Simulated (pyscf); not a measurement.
`[F][GeH3]` + `[GeH4]` → `[GeH3][GeH3]` + `[FH]`, a four-centre exchange (singlet surface; F–Ge, Ge–H broken, Ge–Ge, F–H formed). Optimised with ωB97X-D3(BJ)/def2-SVP in PySCF. Energies in kcal/mol from the separated reactants.

Small-basis levels: PySCF, no dispersion term, spherical d functions. AM1 to PM7: differences of heats of formation from MOPAC. Cost: rough CPU time at the saddle relative to B3LYP/6-31G*+LANL2DZ, from one job on a shared machine.

```tsv
level	barrier	reaction energy	cost
HF/STO-3G	84.6	+2.9	0.1
MP2/6-31G*+LANL2DZ	___	+19.7	0.1
SVWN5/6-31G*+LANL2DZ	32.2	+10.3	1
B3LYP/STO-3G	51.8	+14.4	1
B3LYP/LANL2DZ	56.3	+14.2	0.9
B3LYP/6-31G*+LANL2DZ	___	+17.2	1
PM6	54.5	+0.2	under 0.02
ωB97M-D3(BJ)/def2-TZVP	___	+7.6	–
```

Fill in the missing entries.


- MP2/6-31G*+LANL2DZ, barrier: 66.3
- B3LYP/6-31G*+LANL2DZ, barrier: 56.9
- ωB97M-D3(BJ)/def2-TZVP, barrier: 51.2

Against the last row the barrier runs from -19.0 (SVWN5/6-31G*+LANL2DZ) to +33.3 kcal/mol (HF/STO-3G). ωB97M-D3(BJ)/def2-TZVP has limits of its own. One saddle was located; it need not be the lowest between these sides. In the def2 sets elements up to Kr have no core potential.
